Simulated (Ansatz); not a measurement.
Start from `BSC` and change one element to get `BOC`.

Ansatz, PBE0-D4/def2-TZVP geometries, multiplicity 1. 

```json
{"property": "HOMO–LUMO gap (B3LYP/def2-TZVPP) / eV", "`BSC`": "6.36"}
{"property": "HOMO energy (ωB97M-V/def2-TZVPP) / eV", "`BSC`": "-10.02"}
{"property": "HOMO–LUMO gap (ωB97M-V/def2-TZVPP) / eV", "`BSC`": "10.90"}
{"property": "size of the dipole moment (PBE/def2-TZVPP) / D", "`BSC`": "1.80"}
{"property": "HOMO energy (PBE0/def2-TZVPP) / eV", "`BSC`": "-7.85"}
{"property": "LUMO energy (PBE0/def2-TZVPP) / eV", "`BSC`": "-1.05"}
```

(1) Give the same properties after the change, and the shifts. (Estimate.)

## Answers

(1) The calculation gave: 
```json
{"property": "HOMO–LUMO gap (B3LYP/def2-TZVPP) / eV", "`BOC`": "7.79", "shift": "1.43"}
{"property": "HOMO energy (ωB97M-V/def2-TZVPP) / eV", "`BOC`": "-10.96", "shift": "-0.94"}
{"property": "HOMO–LUMO gap (ωB97M-V/def2-TZVPP) / eV", "`BOC`": "12.45", "shift": "1.55"}
{"property": "size of the dipole moment (PBE/def2-TZVPP) / D", "`BOC`": "1.70", "shift": "-0.10"}
{"property": "HOMO energy (PBE0/def2-TZVPP) / eV", "`BOC`": "-8.60", "shift": "-0.75"}
{"property": "LUMO energy (PBE0/def2-TZVPP) / eV", "`BOC`": "-0.35", "shift": "0.70"}
```

With PBE0 the HOMO falls by 0.75 eV and the LUMO rises by 0.70 eV, so the gap widens by about 1.45 eV. PBE moves the HOMO by -0.37 eV and ωB97M-V by -0.94 eV. Dipoles are sizes alone; their direction can turn.

B3LYP here is the variant with VWN-RPA as its local correlation; programs differ in this.
